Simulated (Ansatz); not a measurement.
# AlNH3 (SMILES [NH2][AlH]) at UCCSD/STO-3G

Aim: the vertical ionisation energy of AlNH3 at UCCSD/STO-3G, from 2 runs. 

The results are computed with Ansatz 0.2.0.

52 further runs of the same task are left out: 52 set aside as unsound or not needed.

### 1 The molecule

AlNH3: 5 atoms, total charge 0, spin state doublet. SMILES: `[NH2][AlH]`. Geometry: relaxed at PBE0-D4/def2-TZVP. This is one conformer, not always the lowest.

Bond lengths: N1–Al2 1.774 Å, N1–H3 1.007 Å, N1–H4 1.009 Å, Al2–H5 1.604 Å. Angles: N1–Al2–H5 115.7°, Al2–N1–H3 125.4°, Al2–N1–H4 124.3°, H3–N1–H4 110.2°.

### 2 A single-point energy at UCCSD/STO-3G

File input.yaml:

```yaml
crystal:
  periodic: [false, false, false]
  atoms:
    - {symbol: N, position_ang: [-0.116600, -0.660800, 0.175100]}
    - {symbol: Al, position_ang: [0.836600, 0.833900, 0.120800]}
    - {symbol: H, position_ang: [0.148500, -1.505300, 0.655500]}
    - {symbol: H, position_ang: [-1.010300, -0.782800, -0.277400]}
    - {symbol: H, position_ang: [0.191800, 2.041400, -0.715400]}
basis:
  gaussian:
    orbitals: STO-3G
magnetization:
  spin_polarized: true
  initial_magnetization: 1
correlation:
  method: ccsd
  frozen_orbitals: {Al: 5, H: 0, "N": 1}
accuracy: high
scf:
  omitted_lower_state_checks: [cluster_reference, increment]
```

Started as:

```bash
$ ansatz run input.yaml --threads 1 --pin off --max-ram 2610MiB --events-out events.jsonl --progress --plain --runs-dir runs
```

What it wrote, shortened:

```text
Warning: RAYON_NUM_THREADS=1 ignored (pool sized by the plan → 1); use --threads N
Functional definition: HF
  name "HF"
[...]
288 factors; integrals over basis functions are off by at most 1.1e-8 eV
[...]
mean field -8012.22239226 eV, -294.4437420362 hartree, gradient 9.0e-8 eV, S^2 0.756016; 0 other end points of the search recorded, 0 dependent functions left out
6 core orbitals not correlated: weight in the atoms' cores, before any rotation towards them, 1.000 or more for the frozen orbitals, at most 0.000 for the correlated occupied ones
reference -8012.22239226 eV, -294.4437420362 hartree; 6, 5 occupied and 5, 6 virtual orbitals, 288 factors
second order -1.76553197 eV of doubles, -0.00000000 eV of singles
cycle   1  -2.12348270 eV  change   -3.6e-1 eV  update   6.7e-2
[...]
cycle  21  -2.37613375 eV  change   5.4e-10 eV  update  8.8e-10
Total energy: -8014.59852601 eV, -294.5310633410 hartree
Checks for a lower state left out: cluster_reference, increment
```

Wall time 0.24 s (1 thread of Intel Xeon Platinum 8259CL at 2.50GHz (Skylake/Cascade Lake), shared host).

### 3 The singlet cation, same level

File in.yaml:

```yaml
crystal:
  periodic: [false, false, false]
  atoms:
    - {symbol: N, position_ang: [-0.116600, -0.660800, 0.175100]}
    - {symbol: Al, position_ang: [0.836600, 0.833900, 0.120800]}
    - {symbol: H, position_ang: [0.148500, -1.505300, 0.655500]}
    - {symbol: H, position_ang: [-1.010300, -0.782800, -0.277400]}
    - {symbol: H, position_ang: [0.191800, 2.041400, -0.715400]}
basis:
  gaussian:
    orbitals: STO-3G
total_charge: 1
correlation:
  method: ccsd
  frozen_orbitals: {Al: 5, H: 0, "N": 1}
accuracy: high
scf:
  omitted_lower_state_checks: [cluster_reference, increment]
```

Started as:

```bash
$ ansatz run in.yaml --threads 1 --pin off --max-ram 2610MiB --events-out events.jsonl --progress --plain --runs-dir runs
```

What it wrote, shortened:

```text
Warning: RAYON_NUM_THREADS=1 ignored (pool sized by the plan → 1); use --threads N
[... 2 set-up lines as earlier in the session ...]
[...]
287 factors; integrals over basis functions are off by at most 1.1e-8 eV
[...]
mean field -8008.12313435 eV, -294.2930970865 hartree, gradient 1.3e-8 eV, S^2 0.000000; 0 other end points of the search recorded, 0 dependent functions left out
6 core orbitals not correlated: weight in the atoms' cores, before any rotation towards them, 0.999 or more for the frozen orbitals, at most 0.000 for the correlated occupied ones
reference -8008.12313435 eV, -294.2930970865 hartree; 5, 5 occupied and 6, 6 virtual orbitals, 287 factors
second order -2.19511745 eV of doubles, -0.00000000 eV of singles
cycle   1  -2.57132245 eV  change   -3.8e-1 eV  update   9.4e-2
[...]
cycle  25  -2.92612560 eV  change  -6.8e-10 eV  update  3.2e-10
Total energy: -8011.04925995 eV, -294.4006302189 hartree
Checks for a lower state left out: cluster_reference, increment
```

Wall time 0.2 s (1 thread of Intel Xeon Platinum 8259CL at 2.50GHz (Skylake/Cascade Lake), shared host).

### 4 Outcome

At UCCSD/STO-3G, 6 core orbitals frozen:

| quantity | value |
| --- | --- |
| doublet AlNH3: total energy | -294.53106 Eh |
| doublet AlNH3: correlation energy (6 core orbitals frozen) | -87.3 mEh |
| doublet AlNH3: ⟨S²⟩ of the reference determinant | 0.756 |
| doublet AlNH3: T1 diagnostic | 0.019 |
| singlet cation: total energy | -294.40063 Eh |
| singlet cation: correlation energy (6 core orbitals frozen) | -107.5 mEh |
| singlet cation: T1 diagnostic | 0.031 |
| vertical ionisation energy (to the singlet cation) | 3.549 eV |

Removing an electron at fixed nuclei costs 3.55 eV (342 kJ/mol). Only the singlet of the ionised species was computed; a triplet could lie lower. In a minimal basis such a difference can be off by several eV, whatever the method. The T1 diagnostic (singlet cation) of 0.031 is above the customary mark for such species, so a single reference may not serve.
